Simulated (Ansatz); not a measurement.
Rock-salt MgS was calculated with PBE (PAW; Ansatz, a program for electronic structure).

Settings: plane-wave cutoff 520 eV, 12×12×12 k mesh, scalar-relativistic PAW data made under PBE.

Cell (relaxed at this level):

MgS has the cubic space group Fm-3m (No. 225), the rock salt structure, Pearson symbol cF8. Cell: a = b = c = 5.230 Å, α = β = γ = 90.00°. Mg on 4a has 6 S at 2.615 Å (octahedral). S on 4b is surrounded by 6 Mg at 2.615 Å (octahedral). (Neighbours: up to the widest gap in distance over summed covalent radii, below 1.35, at either atom; cation-cation and far metal-metal contacts left out.)
(The calculation used a cell of 2 atoms; values per cell refer to that cell.)

Problem. Predict the Voigt–Reuss–Hill bulk modulus, Young modulus, elastic constant C44, elastic constant C11, polycrystal shear modulus (Hill average) and elastic constant C12.

Solution. 
Voigt–Reuss–Hill bulk modulus: 74.0 GPa
Young modulus: 126 GPa
elastic constant C44: 53.9 GPa
elastic constant C11: 139 GPa
polycrystal shear modulus (Hill average): 51.7 GPa
elastic constant C12: 41.6 GPa

Elastic constants are with the ions relaxed.

The computed numbers hold no vibrational or temperature effects.
